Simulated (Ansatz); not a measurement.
The input, for Ansatz 0.2.0:

```yaml
crystal:
  periodic: [false, false, false]
  atoms:
    - {symbol: B, position_ang: [0.000000, 0.000000, 0.000000]}
    - {symbol: H, position_ang: [0.000000, 0.000000, -1.179181]}
    - {symbol: H, position_ang: [0.000000, 0.000000, 1.179181]}
basis:
  gaussian: {orbitals: def2-mTZVP}
total_charge: 1
magnetization: {spin_polarized: false}
correlation: {method: caspt2, electrons: outside_noble_gas}
scf: {lower_state_search: off}
```

```sh
$ ansatz run in.yaml --threads 1 --pin off --events-out ev --progress --plain --max-ram 2393MiB
```

Q: One thing in this input was set wrong on purpose, beside settings that are merely unusual. What is the gravest fault, and what does the program do?

A: A method name that the input doesn't accept. How the run ends: refused.
```
Error: YAML parse error: error: line 11 column 23: unknown variant `caspt2`, expected one of mp2, rpa, ccsd, ccsd_t, bccd, bccd_t, ccsdt, ccsdt_q, ccsdt_q_b, ccsdtq, fci, sc_nevpt2, fic_nevpt4_sd, fic_mrcisd_q, fic_mrcisd_q_relaxed
  --> <input>:11:23
   |
 9 | total_charge: 1
10 | magnetization: {spin_polarized: false}
11 | correlation: {method: caspt2, electrons: outside_noble_gas}
   |                       ^ unknown variant `caspt2`, expected one of mp2, rpa, ccsd, ccsd_t, bccd, bccd_t, ccsdt, ccsdt_q, ccsdt_q_b, ccsdtq, fci, sc_nevpt2, fic_nevpt4_sd, fic_mrcisd_q, fic_mrcisd_q_relaxed
12 | scf: {lower_state_search: off}
   |
```
